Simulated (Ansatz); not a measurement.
# HS2: the cost of one run

Program: Ansatz 0.2.0, Gaussian basis. Level of theory: def2-QZVPP, core rule «outside noble gas», up to 10 orbitals frozen. These are calculated values, not measurements.

To be run: UHF; ROHF; CCSD(T) on UHF.

2 further runs of the same task are left out: 2 set aside as unsound or not needed.

### 1 The geometry

The geometry is a PBE0/def2-TZVP stationary point (not a proven minimum).

3 atoms, charge 0, spin multiplicity 2.

Atoms are counted from 1 here; the program's logs count them from 0.

Bond lengths: S1–S2 1.957 Å, S1–H3 1.356 Å. Angles: S2–S1–H3 102.1°.

### 2 UHF

Input file in.yaml:

```yaml
crystal:
  periodic: [false, false, false]
  atoms:
    - {symbol: S, position_ang: [0.000000, -0.071294, 0.956654]}
    - {symbol: S, position_ang: [0.000000, 0.032394, -0.997818]}
    - {symbol: H, position_ang: [0.000000, 1.237507, 1.309550]}
basis:
  gaussian: {orbitals: "def2-QZVPP.json"}
magnetization: {spin_polarized: true, initial_magnetization: 1}
hamiltonian: {xc: hf}
output: {orbitals: {seedname: orbitals}}
```

Run with:

```bash
> ansatz run in.yaml --threads 1 --pin off --events-out ev --progress --plain --max-ram 2393MiB
```

**Question.** How long does this run take on 1 thread of Arm Neoverse V1, shared host, and how much memory does it need?

About 12 s, with a peak of 0.41 GiB.
